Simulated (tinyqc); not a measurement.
G0W0 on RHF in the sto-6g basis, for H2F+, spin multiplicity 1, step by step. One step of it, computed by the program tinyqc.

Question. G0W0 on Hartree-Fock: HOMO. W(p,q,m) = sqrt2 sum_ia (pq|ia) (X+Y)_ia,m; Sigma_c(x) = sum_(i,m) W^2/(x - e_i + w_m) + sum_(a,m) W^2/(x - e_a - w_m); solve x = e_p + Sigma_c(x) by Newton steps; Z = 1/(1 - dSigma/dx); 1 hartree = 27.211386 eV.

orbital energies (hartree): [-26.991815, -2.110138, -1.213612, -1.126585, -1.074420, 0.006269, 0.133372]

Two-electron integrals over orbitals (pq|rs), unique and non-zero (hartree):
```
(11|11) 5.380953    (21|11) -0.512306   (21|21) 0.079332    (22|11) 1.218969
(22|21) -0.019705   (22|22) 0.868599    (31|31) 0.018489    (32|31) 0.026478
(32|32) 0.160860    (33|11) 1.010371    (33|21) -0.007750   (33|22) 0.773948
(33|33) 0.756341    (41|11) 0.159263    (41|21) -0.020983   (41|22) 0.016964
(41|33) 0.005374    (41|41) 0.030139    (42|11) -0.106402   (42|21) 0.010004
(42|22) 0.009892    (42|33) -0.008219   (42|41) 0.027333    (42|42) 0.153694
(43|31) -0.004985   (43|32) 0.001647    (43|43) 0.050397    (44|11) 1.151557
(44|21) -0.014694   (44|22) 0.806307    (44|33) 0.721905    (44|41) -0.011938
(44|42) -0.094703   (44|44) 0.888336    (51|51) 0.030394    (52|51) 0.038755
(52|52) 0.180152    (53|53) 0.039493    (54|51) -0.011239   (54|52) -0.040038
(54|54) 0.056582    (55|11) 1.265976    (55|21) -0.013351   (55|22) 0.881526
(55|33) 0.760427    (55|41) 0.003976    (55|42) -0.055642   (55|44) 0.831651
(55|55) 0.998085    (61|11) 0.228932    (61|21) -0.038051   (61|22) 0.002904
(61|33) 0.001848    (61|41) -0.003808   (61|42) -0.020906   (61|44) 0.015358
(61|55) 0.005517    (61|61) 0.026101    (62|11) -0.313981   (62|21) 0.007950
(62|22) -0.156902   (62|33) -0.101273   (62|41) -0.019272   (62|42) -0.039595
(62|44) -0.100005   (62|55) -0.157343   (62|61) 0.005768    (62|62) 0.086058
(63|31) -0.004922   (63|32) 0.017668    (63|43) 0.015057    (63|63) 0.058298
(64|11) -0.271985   (64|21) 0.002967    (64|22) -0.139187   (64|33) -0.088773
(64|41) -0.003829   (64|42) 0.022934    (64|44) -0.152511   (64|55) -0.148385
(64|61) 0.000438    (64|62) 0.061474    (64|64) 0.079027    (65|51) -0.013981
(65|52) -0.053009   (65|54) -0.006563   (65|65) 0.028104    (66|11) 0.749476
(66|21) -0.006122   (66|22) 0.605810    (66|33) 0.574462    (66|41) 0.017844
(66|42) 0.070528    (66|44) 0.557074    (66|55) 0.573322    (66|61) -0.006165
(66|62) -0.068515   (66|64) -0.032478   (66|66) 0.566154    (71|31) -0.017589
(71|32) -0.024007   (71|43) 0.004878    (71|63) 0.004377    (71|71) 0.016754
(72|31) -0.016870   (72|32) -0.058446   (72|43) 0.028425    (72|63) 0.029089
(72|71) 0.015446    (72|72) 0.052955    (73|11) -0.414618   (73|21) 0.008306
(73|22) -0.191168   (73|33) -0.160622   (73|41) 0.001613    (73|42) 0.066834
(73|44) -0.189816   (73|55) -0.220673   (73|61) -0.005780   (73|62) 0.071404
(73|64) 0.088099    (73|66) -0.022263   (73|73) 0.158177    (74|31) 0.008893
(74|32) 0.063844    (74|43) -0.008125   (74|63) 0.039519    (74|71) -0.008354
(74|72) -0.010070   (74|74) 0.054335    (75|53) -0.024891   (75|75) 0.018758
(76|31) 0.009834    (76|32) 0.092031    (76|43) 0.045010    (76|63) 0.069440
(76|71) -0.009013   (76|72) 0.012254    (76|74) 0.063655    (76|76) 0.149944
(77|11) 0.791914    (77|21) -0.006934   (77|22) 0.619658    (77|33) 0.622680
(77|41) 0.003896    (77|42) 0.014665    (77|44) 0.592555    (77|55) 0.600838
(77|61) 0.001936    (77|62) -0.047821   (77|64) -0.025855   (77|66) 0.555530
(77|73) -0.056240   (77|77) 0.589599
```

excitation energies w (hartree): [1.135507, 1.212879, 1.244742, 1.267453, 1.420076, 1.640887, 2.313469, 2.349263, 27.050236, 27.158680]

X + Y, order 1>6, 1>7, 2>6, 2>7, 3>6, 3>7, 4>6, 4>7, 5>6, 5>7:
```
[[0.000000, -0.000288, 0.000000, 0.000000, 0.000000, 0.000919, -0.000676, 0.000000, 0.999035, 0.000000],
 [0.000000, 0.000000, 0.000000, -0.001105, 0.000598, 0.000000, 0.000000, -0.002272, 0.000000, 0.999383],
 [0.000000, -0.072307, 0.000000, 0.000000, 0.000000, -0.253809, 0.930800, 0.000000, 0.000067, 0.000000],
 [0.000000, 0.000000, 0.000000, -0.065752, -0.023596, 0.000000, 0.000000, 0.975866, 0.000000, 0.000189],
 [0.000000, 0.000000, 0.000000, 0.770449, 0.571876, 0.000000, 0.000000, 0.036365, 0.000000, 0.000029],
 [0.000000, -0.339399, 0.000000, 0.000000, 0.000000, 0.839428, 0.148526, 0.000000, -0.000043, 0.000000],
 [0.000000, 0.913423, 0.000000, 0.000000, 0.000000, 0.251567, 0.085855, 0.000000, 0.000003, 0.000000],
 [0.000000, 0.000000, 0.000000, -0.615277, 0.741045, 0.000000, 0.000000, -0.011535, 0.000000, -0.000057],
 [0.975563, 0.000000, 0.000000, 0.000000, 0.000000, 0.000000, 0.000000, 0.000000, 0.000000, 0.000000],
 [0.000000, 0.000000, 0.985046, 0.000000, 0.000000, 0.000000, 0.000000, 0.000000, 0.000000, 0.000000]]
```

Give: The 12 largest terms at x = e_p; Newton steps; quasiparticle energy of the HOMO; Hartree-Fock value.

Answer.

The 12 largest terms at x = e_p (hartree; W for the signs of X + Y given):
```
q  m        W       term
5  6  -0.2583     0.0407
5  7  -0.2715     0.0319
5  2  -0.0697     0.0040
2  1  -0.0731     0.0025
3  3  -0.0347     0.0009
6  1   0.0388    -0.0007
7  3   0.0261  -2.78e-04
4  1  -0.0091   6.90e-05
1  1  -0.0193   1.38e-05
5  9   0.0078   2.25e-06
```

Newton steps (hartree):
```
step        x  Sigma_c(x)       Z
0     -1.0744      0.0790  0.9578
1     -0.9988      0.0758  0.9610
2     -0.9986      0.0758  0.9610
3     -0.9986      0.0758  0.9610
```

quasiparticle energy of the HOMO = -27.1746 eV

Hartree-Fock value = -29.2365 eV
